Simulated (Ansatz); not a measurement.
in.yaml

```yaml
crystal:
  periodic: [false, false, false]
  atoms:
    - {symbol: O, position_ang: [0.000000, 0.199858, 1.434628]}
    - {symbol: O, position_ang: [0.000000, 0.406627, -1.385152]}
    - {symbol: Si, position_ang: [0.000000, -0.387106, -0.083158]}
    - {symbol: H, position_ang: [0.000000, 1.159459, 1.531796]}
basis:
  gaussian: {orbitals: cc-pVTZ}
total_charge: 1
magnetization: {spin_polarized: true, initial_magnetization: 2}
hamiltonian: {xc: {name: B2PLYP}}
correlation: {electrons: outside_noble_gas}
```

```sh
$ ansatz run in.yaml --threads 2 --pin off --events-out ev --progress --plain --max-ram 24576MiB --backend cuda --devices 0, --max-vram 18GiB
```

Log:

```
652 factors; integrals over basis functions are off by at most 1.2e-3 eV
mean field evaluation 1: about -11957.1753 eV, gradient 5.9e1 eV
mean field evaluation 2: about -11957.2690 eV, gradient 5.9e1 eV
mean field evaluation 4: about -11968.0721 eV, gradient 1.1e1 eV
mean field evaluation 8: about -11968.6304 eV, gradient 7.0e-1 eV
mean field evaluation 16: about -11968.6406 eV, gradient 7.3e-3 eV
mean field evaluation 32: about -11968.6185 eV, gradient 2.2e0 eV
mean field evaluation 64: about -11968.6406 eV, gradient 7.1e-6 eV
mean field -11968.64064968 eV, -439.8394312398 hartree, gradient 7.1e-6 eV, S^2 2.006744; 3 other end points of the search recorded, 0 dependent functions left out
7 core orbitals not correlated: weight in the atoms' cores, before any rotation towards them, 1.000 or more for the frozen orbitals, at most 0.000 for the correlated occupied ones
reference -11968.64075989 eV, -439.8394352900 hartree; 9, 7 occupied and 92, 94 virtual orbitals, 652 factors
second order -16.24601245 eV of doubles, -0.00000000 eV of singles
Total energy: -11973.02718326 eV, -440.0006333754 hartree
```

Ran on 2 threads of AMD EPYC 7R13 with a shared H100 80 GB, shared host: 15 s wall, 0.77 GiB peak host memory.
